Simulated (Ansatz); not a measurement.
# CH3NS2: how energies converge with the basis set

One table from this session's results is given with a row withheld; the runs are named, their logs left out.

Method: one geometry, several basis sets; program: Ansatz 0.2.0, Gaussian basis.

The runs, in order: PBE0-D4/def2-SVP; ωB97M-V/def2-SVP; PBE0-D4/def2-QZVPP; ωB97M-V/def2-QZVPP; the functionals' def2-TZVPP values are taken from earlier runs.

### The relaxed structure

The geometry comes from an earlier relaxation with PBE0-D4 in a triple-zeta def2 set; it is a stationary point, not always the lowest conformer.

SMILES `N=C(S)S`, 7 atoms, charge 0, spin multiplicity 1.

Atoms are counted from 1 here; the program's logs count them from 0.

Bond lengths: N1–C2 1.259 Å, N1–H5 1.017 Å, C2–S3 1.764 Å, C2–S4 1.779 Å, S3–H6 1.341 Å, S4–H7 1.342 Å. Angles: C2–N1–H5 112.5°, N1–C2–S3 117.5°, N1–C2–S4 123.6°, S3–C2–S4 118.9°, C2–S3–H6 96.9°, C2–S4–H7 97.5°.

As a file:

```
atom     x (Å)     y (Å)     z (Å)
  N1   1.19958  -1.18346   0.20255
  C2   0.30866  -0.29708   0.12502
  S3   0.07973   0.75288   1.52356
  S4  -0.73071  -0.06827  -1.29991
  H5   1.32984  -1.68315  -0.67389
  H6  -1.15571   1.16961   1.21035
  H7  -0.97008   1.24136  -1.13339
```

Set-up of the first run:

in.yaml reads:

```yaml
crystal:
  periodic: [false, false, false]
  atoms:
    - {symbol: N, position_ang: [1.199582, -1.183460, 0.202553]}
    - {symbol: C, position_ang: [0.308657, -0.297076, 0.125025]}
    - {symbol: S, position_ang: [0.079725, 0.752876, 1.523561]}
    - {symbol: S, position_ang: [-0.730710, -0.068265, -1.299908]}
    - {symbol: H, position_ang: [1.329835, -1.683152, -0.673894]}
    - {symbol: H, position_ang: [-1.155707, 1.169614, 1.210348]}
    - {symbol: H, position_ang: [-0.970080, 1.241364, -1.133386]}
basis:
  gaussian: {orbitals: def2-SVP}
hamiltonian: {xc: pbe0, dispersion: d4}
output: {orbitals: {seedname: orbitals}}
```

The run is started by

```
ansatz run in.yaml --threads 2 --pin off --events-out ev --progress --plain --max-ram 4352MiB
```

Among the steps run: PBE0-D4 in def2-SVP; ωB97M-V in def2-SVP; PBE0-D4 in def2-QZVPP; ωB97M-V in def2-QZVPP.

One of the session's tables, all rows but one given; the rest of the session is left out.

It belongs to the step «Functionals by basis». 

```
functional       basis  HOMO (eV)
   PBE0-D4    def2-SVP      -7.31
   PBE0-D4  def2-TZVPP      -7.48
   PBE0-D4  def2-QZVPP      -7.52
   ωB97M-V    def2-SVP      -9.42
   ωB97M-V  def2-TZVPP          ?
   ωB97M-V  def2-QZVPP      -9.67
```

**Question.** Estimate the row for ωB97M-V, def2-TZVPP.

As computed: HOMO (eV): -9.63. In the column «HOMO (eV)» it lies between ωB97M-V, def2-QZVPP (-9.67) and ωB97M-V, def2-SVP (-9.42).
